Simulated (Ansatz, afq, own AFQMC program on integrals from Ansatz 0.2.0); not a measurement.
# AlBH₂, quintet: AFQMC among the cluster methods

```yaml
atoms:
  - { symbol: B, position_ang: [0.0000, 0.0000, 1.3689] }
  - { symbol: Al, position_ang: [0.0000, 0.0000, -0.6894] }
  - { symbol: H, position_ang: [0.0000, 1.0776, 1.8859] }
  - { symbol: H, position_ang: [0.0000, -1.0776, 1.8859] }
```

Connectivity, by distances: BH2–Al.

Basis 6-31G. Only valence electrons are correlated. Ansatz 0.2.0 and our own AFQMC program on the same integrals; the CISD trial comes from CCSD amplitudes, and released means the phaseless constraint is let go. Error bars are statistical, one sigma.

Determinant: UHF, the one that the program's search chose, which needn't be the lowest solution. The geometry is a PBE0/def2-TZVP stationary point of this or a neighbouring charge and spin state.

Full CI on the same integrals is exact in this basis and with this determinant's frozen core.

Cautions: another spin lies lower (by 4.03 eV).

- T1 diagnostic: 0.0134
- weight of the determinant in the CISD state: 0.942
- ⟨S²⟩ of the determinant: 6.004
- size of the correlated space: 8 electrons in 20 orbitals

Reference: full CI, correlation energy -2.074 eV. The released energy is read at 2.40 1/Eh (meV from the phaseless value at times in 1/Eh: -0.9 ± 0.9 at 0.24, -2.6 ± 0.7 at 0.51, -3.1 ± 0.6 at 0.99, -4.0 ± 0.5 at 1.62, -5.1 ± 0.7 at 2.40).

| level | E − E(reference) (kcal/mol) | share of correlation (%) |
| --- | --- | --- |
| HF | 47.84 | 0.00 |
| MP2 | 12.96 | 72.91 |
| CCSD | 1.31 | 97.27 |
| CCSD(T) | 0.39 | 99.18 |
| CCSDT | 0.04 | 99.91 |
| CCSDT(Q) | 0.01 | 99.98 |
| CCSDTQ | 0.00 | 100.00 |
| ph-AFQMC/HF | 0.46 ± 0.40 | 99.05 |
| ph-AFQMC/CISD | 0.13 ± 0.02 | 99.72 |
| released AFQMC | 0.02 ± 0.02 | 99.97 |

CCSDT and higher add their correlation energy to the determinant of the CCSD(T) run, since their own runs factorise the integrals more tightly (a shift of under 2 meV). A walk keeps the symmetry of its determinant, which the program's search chose and which needn't be the lowest solution, so a lower state of the same spin and another symmetry isn't excluded. Released energies are given only where the last usable release times agree within the noise; a slower fall can still hide under it.
